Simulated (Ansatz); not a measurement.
A made-up structure of B₂H₂O, closed shell:

```xyz
5
angstrom
B -0.3776 0.3962 -0.3836
B 0.5659 -0.5940 0.5754
O 1.2456 -1.3072 1.2655
H -0.9480 -0.0495 -1.3293
H 0.1483 -0.7058 1.6410
```

It is relaxed with PBE-D4/def2-SVP and then PBE0-D4/def2-TZVP (Ansatz 0.2.0). Atoms count as bonded within 1.22 times the sum of their covalent radii (H–H: 0.88 Å). The end point is not checked to be a true minimum.

Question: Does its bonding change? (Judge from chemistry; the calculation decides.)

Answer: By the calculation: Yes. Formed: B1–H5; broken: B2–H5.

Where it ends: The first stage lowers the energy by 5.98 eV in 16 steps. It ends as B₂H₂O ([BH2][B][O]):
```xyz
5
angstrom
B -0.4850 -0.2782 0.1486
B 1.0443 -0.7125 0.6615
O 2.1455 -1.0252 1.0308
H -0.6523 0.1442 -0.9523
H -1.4182 -0.3885 0.8804
```

Labels in which every atom is bracketed show which atoms are joined, not bond orders.

For scale, one of the runs: PBE0-D4/def2-TZVP relaxation, 105 basis functions, launched by `ansatz run in.yaml --threads 2 --pin off --events-out ev --progress --plain --max-ram 4352MiB`. Hardware: 2 CPU threads of an Arm Neoverse V2, shared host. Wall time about 3.9 s.
